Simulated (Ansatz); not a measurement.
## Ansatz (development build ahead of 0.2.0) run

```yaml
crystal:
  periodic: [false, false, false]
  atoms:
    - { symbol: H, position_ang: [0.0, 0.0, -1.75625] }
    - { symbol: C, position_ang: [0.0, 0.0, -0.55614] }
    - { symbol: O, position_ang: [0.0, 0.0, 0.63663] }
basis:
  gaussian: { orbitals: def2-TZVP }
total_charge: 1
hamiltonian:
  xc: hf
correlation:
  method: mp2
  frozen_orbitals: { C: 1, H: 0, O: 1 }
```

The input is written out in the form of the current development build from the run's settings.

Output:

```yaml
Converged: yes
Reference_energy: -112.97759 hartree
Correlation_energy: -0.38186 hartree
Total_energy: -113.35945 hartree
Spin_squared_of_the_determinant: 0.000
```
